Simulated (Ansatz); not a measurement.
# C3H6F2 (1,3-difluoropropane) at CCSD/cc-pVDZ

What is the energy change on altering one bond length of C3H6F2 (1,3-difluoropropane) at CCSD/cc-pVDZ? 

The results are computed with Ansatz 0.2.0.

49 further runs of the same task are left out: 49 set aside as unsound or not needed.

## Step 1: Starting point

C3H6F2: 11 atoms, total charge 0, spin state singlet. SMILES: `FCCCF`. The coordinates come from a PBE0-D4/def2-TZVP relaxation. This is one conformer, not always the lowest.

Bond lengths: F1–C2 1.383 Å, C2–C3 1.509 Å, C3–C4 1.507 Å, C4–F5 1.386 Å, C2–H6 1.096 Å, C2–H7 1.093 Å, C3–H8 1.093 Å, C3–H9 1.095 Å, C4–H10 1.095 Å, C4–H11 1.093 Å. Some angles: F1–C2–C3 109.8°, C2–C3–C4 112.4°, C3–C4–F5 110.3°, F1–C2–H6 107.7°, F1–C2–H7 107.9°, C3–C2–H6 111.1°, C3–C2–H7 111.3°, C2–C3–H8 109.6°, C2–C3–H9 109.3°, C4–C3–H8 109.6°.

## Step 2: The energy at CCSD/cc-pVDZ

job.yaml reads:

```yaml
basis:
  gaussian:
    orbitals: cc-pVDZ
crystal:
  periodic: [false, false, false]
  atoms:
    - {symbol: F, position_ang: [-1.964400, 1.432700, -0.107100]}
    - {symbol: C, position_ang: [-0.715300, 1.000700, 0.300600]}
    - {symbol: C, position_ang: [-0.375000, -0.298800, -0.387800]}
    - {symbol: C, position_ang: [0.967500, -0.838200, 0.034700]}
    - {symbol: F, position_ang: [1.975600, 0.040200, -0.331200]}
    - {symbol: H, position_ang: [-0.744500, 0.875300, 1.388600]}
    - {symbol: H, position_ang: [0.008000, 1.781800, 0.054100]}
    - {symbol: H, position_ang: [-0.388200, -0.154300, -1.471600]}
    - {symbol: H, position_ang: [-1.138100, -1.046200, -0.147100]}
    - {symbol: H, position_ang: [1.026200, -0.968100, 1.120800]}
    - {symbol: H, position_ang: [1.173400, -1.798000, -0.445900]}
correlation:
  method: ccsd
  frozen_orbitals: {C: 1, F: 1, H: 0}
accuracy: high
scf:
  omitted_lower_state_checks: [cluster_reference, increment]
```

Run with:

```sh
$ ansatz run job.yaml --threads 1 --pin off --max-ram 3480MiB --events-out events.jsonl --progress --plain --runs-dir runs
```

Output (excerpt; [...] marks lines left out):

```text
Warning: RAYON_NUM_THREADS=1 ignored (pool sized by the plan → 1); use --threads N
Functional definition: HF
  name "HF"
[...]
2402 factors; integrals over basis functions are off by at most 3.6e-9 eV
[...]
mean field -8598.28872648 eV, -315.9812825686 hartree, gradient 2.2e-8 eV, S^2 0.000000; 0 other end points of the search recorded, 0 dependent functions left out
5 core orbitals not correlated: weight in the atoms' cores, before any rotation towards them, 1.000 or more for the frozen orbitals, at most 0.000 for the correlated occupied ones
reference -8598.28872648 eV, -315.9812825686 hartree; 16, 16 occupied and 79, 79 virtual orbitals, 2402 factors
second order -21.54099682 eV of doubles, -0.00000000 eV of singles
cycle   1  -22.18817296 eV  change   -6.5e-1 eV  update   9.2e-2
[...]
cycle  20  -22.79090392 eV  change    1.2e-9 eV  update   1.8e-9
Total energy: -8621.07963039 eV, -316.8188328393 hartree
Checks for a lower state left out: cluster_reference, increment
```

Run time: 34 s. Hardware: 1 thread of Arm Neoverse V1, shared host; peak memory 0.82 GiB.

## Step 3: The distorted shape, same level

run.yaml reads:

```yaml
crystal:
  periodic: [false, false, false]
  atoms:
    - symbol: F
      position_ang: [-2.015456, 1.627666, -0.003818]
    - symbol: C
      position_ang: [-0.766356, 1.195666, 0.403882]
    - symbol: C
      position_ang: [-0.375000, -0.298800, -0.387800]
    - symbol: C
      position_ang: [0.967500, -0.838200, 0.034700]
    - symbol: F
      position_ang: [1.975600, 0.040200, -0.331200]
    - symbol: H
      position_ang: [-0.795556, 1.070266, 1.491882]
    - symbol: H
      position_ang: [-0.043056, 1.976766, 0.157382]
    - symbol: H
      position_ang: [-0.388200, -0.154300, -1.471600]
    - symbol: H
      position_ang: [-1.138100, -1.046200, -0.147100]
    - symbol: H
      position_ang: [1.026200, -0.968100, 1.120800]
    - symbol: H
      position_ang: [1.173400, -1.798000, -0.445900]
basis:
  gaussian:
    orbitals: cc-pVDZ
scf:
  omitted_lower_state_checks: [cluster_reference, increment]
accuracy: high
correlation:
  method: ccsd
  frozen_orbitals: {C: 1, F: 1, H: 0}
```

Run with:

```sh
$ ansatz run run.yaml --threads 1 --pin off --max-ram 3480MiB --events-out events.jsonl --progress --plain --runs-dir runs
```

Output (excerpt; [...] marks lines left out):

```text
Warning: RAYON_NUM_THREADS=1 ignored (pool sized by the plan → 1); use --threads N
Functional definition: HF
  name "HF"
[...]
2395 factors; integrals over basis functions are off by at most 3.5e-9 eV
[...]
mean field -8597.72938092 eV, -315.9607269986 hartree, gradient 2.2e-8 eV, S^2 0.000000; 0 other end points of the search recorded, 0 dependent functions left out
5 core orbitals not correlated: weight in the atoms' cores, before any rotation towards them, 1.000 or more for the frozen orbitals, at most 0.000 for the correlated occupied ones
reference -8597.72938092 eV, -315.9607269986 hartree; 16, 16 occupied and 79, 79 virtual orbitals, 2395 factors
second order -21.60273446 eV of doubles, -0.00000000 eV of singles
cycle   1  -22.25338240 eV  change   -6.5e-1 eV  update   9.4e-2
[...]
cycle  20  -22.87672665 eV  change    1.9e-9 eV  update   2.1e-9
Total energy: -8620.60610757 eV, -316.8014311965 hartree
Checks for a lower state left out: cluster_reference, increment
```

Run time: 34 s. Hardware: 1 thread of Arm Neoverse V1, shared host; peak memory 0.82 GiB.

## Step 4: Summary of results

Level: CCSD/cc-pVDZ, 5 core orbitals frozen.

```
                                                         quantity          value
                                        first shape: total energy  -316.81883 Eh
         first shape: correlation energy (5 core orbitals frozen)     -837.6 mEh
                                       first shape: T1 diagnostic          0.010
                                    distorted shape: total energy  -316.80143 Eh
     distorted shape: correlation energy (5 core orbitals frozen)     -840.7 mEh
                                   distorted shape: T1 diagnostic          0.010
energy change with the C2–C3 bond stretched from 1.509 to 1.736 Å       0.474 eV
```

In words: With the C2–C3 bond stretched from 1.509 to 1.736 Å the energy rises by 0.47 eV (10.9 kcal/mol). The first shape isn't relaxed at this level, so the change isn't measured from a minimum.
